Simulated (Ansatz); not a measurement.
Born–Oppenheimer molecular dynamics of H9NSi2 (12 atoms, charge 0, multiplicity 1). It starts at the highest image of a converged band. Of that band: Neighbouring images differ by up to 1.5 eV, so the band resolves the path poorly. A vibrational analysis at the climbing image gives one clearly imaginary mode, 1237i cm⁻¹: a first-order saddle point.

The calculation used Ansatz, RKS r2SCAN-D4/def2-SVP.

```json
{
  "ensemble": "NVE (velocity Verlet)",
  "time step": "0.5 fs",
  "steps asked": "200",
  "starting velocities drawn for": "100 K",
  "seed": "2067"
}
```

Frames 1 fs apart, positions in Å, forces in eV/Å.

Velocities at 35 fs (Å/ps):

```
Si -2.71 1.20 -1.20
H 52.51 -67.06 54.27
H -0.61 20.48 -0.87
H 27.67 -9.43 -2.58
H -17.75 2.95 -2.96
N -6.25 9.56 -5.34
H 4.91 -5.51 4.91
Si 0.51 0.12 1.38
H -7.73 -22.64 -18.25
H 15.20 -4.71 -11.11
H -8.00 -4.24 -8.35
H 81.85 -79.38 54.23
```

```xyz
12
Properties=species:S:1:pos:R:3:forces:R:3 time_fs=35 energy_less_start_eV=-1.533 T=1286
Si -0.503 0.139 -0.077 2.42 -1.98 0.38
H 1.495 -2.711 2.424 -1.23 0.45 0.23
H 0.647 0.473 0.818 0.19 0.31 -0.22
H -0.342 0.875 -1.318 -0.37 0.57 -0.68
H -0.387 -1.362 -0.315 0.17 0.49 -0.50
N -1.815 0.132 0.959 -2.03 -0.25 0.27
H -2.502 -0.578 0.695 0.01 0.13 0.12
Si -2.397 1.226 2.141 -0.30 0.59 0.65
H -3.454 0.539 2.928 -0.08 -0.08 0.06
H -1.309 1.667 3.064 0.07 -0.03 -0.08
H -3.002 2.442 1.537 -0.08 0.23 -0.01
H 0.755 -2.439 2.562 1.22 -0.44 -0.23
12
Properties=species:S:1:pos:R:3:forces:R:3 time_fs=36 energy_less_start_eV=-1.563 T=1308
Si -0.505 0.140 -0.078 2.47 -1.81 0.39
H 1.542 -2.776 2.479 -0.03 0.01 0.01
H 0.647 0.495 0.816 0.10 0.22 -0.25
H -0.316 0.868 -1.324 -0.41 0.55 -0.64
H -0.404 -1.357 -0.320 0.21 0.42 -0.47
N -1.822 0.141 0.953 -1.88 -0.33 0.13
H -2.497 -0.583 0.700 -0.01 0.14 0.12
Si -2.396 1.227 2.143 -0.45 0.61 0.63
H -3.462 0.516 2.910 0.03 0.03 0.07
H -1.294 1.663 3.053 0.00 -0.02 -0.06
H -3.011 2.439 1.529 -0.04 0.19 0.08
H 0.841 -2.520 2.615 0.03 0.00 -0.01
12
Properties=species:S:1:pos:R:3:forces:R:3 time_fs=37 energy_less_start_eV=-1.539 T=1290
Si -0.506 0.140 -0.079 2.46 -1.49 0.28
H 1.590 -2.842 2.534 1.52 -0.55 -0.30
H 0.649 0.519 0.812 0.02 0.13 -0.27
H -0.294 0.867 -1.336 -0.47 0.45 -0.46
H -0.418 -1.348 -0.330 0.25 0.29 -0.44
N -1.830 0.150 0.948 -1.62 -0.36 -0.02
H -2.493 -0.587 0.707 -0.08 0.09 0.10
Si -2.396 1.227 2.144 -0.62 0.64 0.60
H -3.469 0.493 2.893 0.14 0.13 0.07
H -1.278 1.657 3.041 -0.07 -0.02 -0.04
H -3.020 2.438 1.521 0.01 0.13 0.18
H 0.928 -2.601 2.668 -1.52 0.56 0.30
12
Properties=species:S:1:pos:R:3:forces:R:3 time_fs=38 energy_less_start_eV=-1.525 T=1281
Si -0.507 0.140 -0.080 2.40 -1.07 0.10
H 1.652 -2.912 2.587 2.01 -0.73 -0.42
H 0.650 0.544 0.805 -0.05 0.04 -0.27
H -0.277 0.869 -1.352 -0.54 0.30 -0.20
H -0.431 -1.336 -0.344 0.28 0.13 -0.40
N -1.840 0.159 0.943 -1.30 -0.38 -0.19
H -2.489 -0.589 0.714 -0.17 0.02 0.06
Si -2.396 1.228 2.146 -0.77 0.67 0.55
H -3.476 0.472 2.876 0.23 0.23 0.09
H -1.264 1.652 3.029 -0.12 -0.01 -0.01
H -3.028 2.438 1.515 0.06 0.07 0.27
H 1.000 -2.677 2.724 -2.01 0.73 0.42
12
Properties=species:S:1:pos:R:3:forces:R:3 time_fs=39 energy_less_start_eV=-1.570 T=1314
Si -0.507 0.139 -0.081 2.27 -0.62 -0.11
H 1.732 -2.989 2.635 0.83 -0.30 -0.18
H 0.651 0.569 0.795 -0.10 -0.05 -0.26
H -0.264 0.875 -1.370 -0.60 0.14 0.08
H -0.441 -1.323 -0.361 0.31 -0.06 -0.36
N -1.850 0.168 0.938 -0.96 -0.41 -0.37
H -2.486 -0.592 0.722 -0.24 -0.05 0.03
Si -2.396 1.229 2.148 -0.89 0.70 0.49
H -3.480 0.453 2.860 0.29 0.31 0.12
H -1.250 1.647 3.016 -0.16 0.01 0.03
H -3.037 2.438 1.512 0.10 0.03 0.35
H 1.054 -2.746 2.784 -0.83 0.30 0.18
12
Properties=species:S:1:pos:R:3:forces:R:3 time_fs=40 energy_less_start_eV=-1.570 T=1314
Si -0.506 0.139 -0.082 2.07 -0.20 -0.30
H 1.819 -3.069 2.682 -0.67 0.24 0.15
H 0.651 0.595 0.783 -0.12 -0.12 -0.23
H -0.258 0.882 -1.388 -0.65 0.00 0.33
H -0.448 -1.310 -0.383 0.33 -0.22 -0.32
N -1.861 0.177 0.932 -0.65 -0.48 -0.56
H -2.486 -0.595 0.731 -0.26 -0.07 0.01
Si -2.396 1.230 2.150 -0.97 0.71 0.42
H -3.482 0.436 2.846 0.31 0.36 0.17
H -1.238 1.642 3.004 -0.19 0.02 0.07
H -3.044 2.439 1.512 0.13 0.00 0.41
H 1.101 -2.812 2.846 0.67 -0.24 -0.15
12
Properties=species:S:1:pos:R:3:forces:R:3 time_fs=41 energy_less_start_eV=-1.530 T=1284
Si -0.504 0.138 -0.083 1.80 0.13 -0.45
H 1.901 -3.147 2.731 -1.50 0.53 0.35
H 0.650 0.619 0.769 -0.11 -0.18 -0.17
H -0.258 0.889 -1.402 -0.68 -0.10 0.51
H -0.451 -1.300 -0.407 0.34 -0.34 -0.26
N -1.872 0.185 0.926 -0.37 -0.60 -0.75
H -2.489 -0.599 0.739 -0.23 -0.04 0.00
Si -2.397 1.231 2.153 -0.99 0.71 0.33
H -3.480 0.424 2.833 0.30 0.38 0.24
H -1.228 1.637 2.992 -0.20 0.04 0.12
H -3.050 2.440 1.516 0.14 0.00 0.45
H 1.154 -2.881 2.906 1.50 -0.53 -0.35
12
Properties=species:S:1:pos:R:3:forces:R:3 time_fs=42 energy_less_start_eV=-1.532 T=1285
Si -0.502 0.137 -0.084 1.48 0.34 -0.57
H 1.968 -3.219 2.782 -1.55 0.55 0.37
H 0.648 0.641 0.754 -0.07 -0.22 -0.09
H -0.264 0.895 -1.411 -0.68 -0.16 0.61
H -0.452 -1.292 -0.434 0.34 -0.39 -0.19
N -1.884 0.192 0.920 -0.15 -0.76 -0.92
H -2.493 -0.603 0.748 -0.16 0.05 -0.01
Si -2.398 1.233 2.155 -0.96 0.69 0.23
H -3.476 0.414 2.822 0.25 0.37 0.31
H -1.219 1.632 2.982 -0.19 0.05 0.16
H -3.054 2.441 1.524 0.14 0.03 0.46
H 1.220 -2.954 2.963 1.55 -0.55 -0.37
12
Properties=species:S:1:pos:R:3:forces:R:3 time_fs=43 energy_less_start_eV=-1.583 T=1324
Si -0.499 0.136 -0.085 1.11 0.41 -0.64
H 2.022 -3.287 2.837 -0.81 0.29 0.20
H 0.645 0.661 0.737 -0.01 -0.25 -0.01
H -0.277 0.899 -1.415 -0.66 -0.18 0.64
H -0.449 -1.289 -0.463 0.34 -0.35 -0.10
N -1.895 0.200 0.913 0.04 -0.90 -1.05
H -2.499 -0.606 0.756 -0.08 0.14 -0.01
Si -2.400 1.234 2.158 -0.87 0.65 0.13
H -3.469 0.409 2.814 0.18 0.33 0.40
H -1.213 1.628 2.973 -0.18 0.06 0.20
H -3.058 2.443 1.537 0.11 0.08 0.44
H 1.301 -3.033 3.016 0.81 -0.28 -0.20
12
Properties=species:S:1:pos:R:3:forces:R:3 time_fs=44 energy_less_start_eV=-1.610 T=1344
Si -0.496 0.135 -0.087 0.73 0.36 -0.68
H 2.068 -3.352 2.894 0.64 -0.22 -0.16
H 0.642 0.679 0.720 0.07 -0.26 0.09
H -0.296 0.902 -1.412 -0.61 -0.15 0.58
H -0.443 -1.288 -0.492 0.33 -0.24 0.02
N -1.907 0.206 0.905 0.23 -0.98 -1.12
H -2.506 -0.609 0.765 -0.01 0.21 -0.03
Si -2.402 1.237 2.161 -0.73 0.58 0.03
H -3.461 0.406 2.810 0.08 0.27 0.48
H -1.208 1.624 2.966 -0.16 0.07 0.23
H -3.060 2.445 1.554 0.08 0.15 0.41
H 1.389 -3.114 3.067 -0.64 0.23 0.16
12
Properties=species:S:1:pos:R:3:forces:R:3 time_fs=45 energy_less_start_eV=-1.591 T=1331
Si -0.492 0.135 -0.088 0.34 0.22 -0.66
H 2.120 -3.419 2.949 1.93 -0.68 -0.51
H 0.640 0.694 0.705 0.14 -0.27 0.17
H -0.321 0.903 -1.404 -0.55 -0.09 0.46
H -0.434 -1.290 -0.521 0.32 -0.10 0.14
N -1.919 0.212 0.896 0.42 -0.98 -1.13
H -2.513 -0.609 0.773 0.01 0.21 -0.06
Si -2.404 1.239 2.163 -0.56 0.50 -0.07
H -3.452 0.407 2.811 -0.02 0.20 0.55
H -1.204 1.621 2.961 -0.14 0.07 0.25
H -3.061 2.448 1.575 0.03 0.23 0.35
H 1.471 -3.193 3.121 -1.93 0.68 0.51
12
Properties=species:S:1:pos:R:3:forces:R:3 time_fs=46 energy_less_start_eV=-1.629 T=1360
Si -0.489 0.134 -0.090 -0.01 0.03 -0.59
H 2.189 -3.493 3.000 1.65 -0.57 -0.45
H 0.639 0.707 0.690 0.20 -0.27 0.24
H -0.351 0.904 -1.392 -0.47 0.02 0.27
H -0.421 -1.294 -0.549 0.30 0.06 0.26
N -1.930 0.217 0.887 0.61 -0.88 -1.06
H -2.520 -0.607 0.780 -0.01 0.14 -0.10
Si -2.406 1.241 2.166 -0.39 0.40 -0.16
H -3.443 0.409 2.817 -0.10 0.13 0.59
H -1.202 1.619 2.959 -0.12 0.07 0.26
H -3.062 2.454 1.599 -0.01 0.30 0.29
H 1.536 -3.265 3.178 -1.65 0.58 0.45
```

Of the whole run (100 fs, mean temperature of the second half 1337 K): The conserved energy stayed within 0.16 meV per atom of its start (net change -0.13 meV per atom), so the integration is sound. The kinetic energy rose, since the run started high on the potential surface and went downhill. It ends in pieces (H2 + H7NSi2), so much of that is their flight and rotation, not heat. A run of 0.1 ps of so small a system gives no equilibrium averages. The orbitals stay closed-shell, which can raise the energy where a bond breaks towards radicals; this wasn't checked here.

The run took 4.4 min on 4 threads of Arm Neoverse V2, with other jobs on the host, peak memory 0.15 GiB.
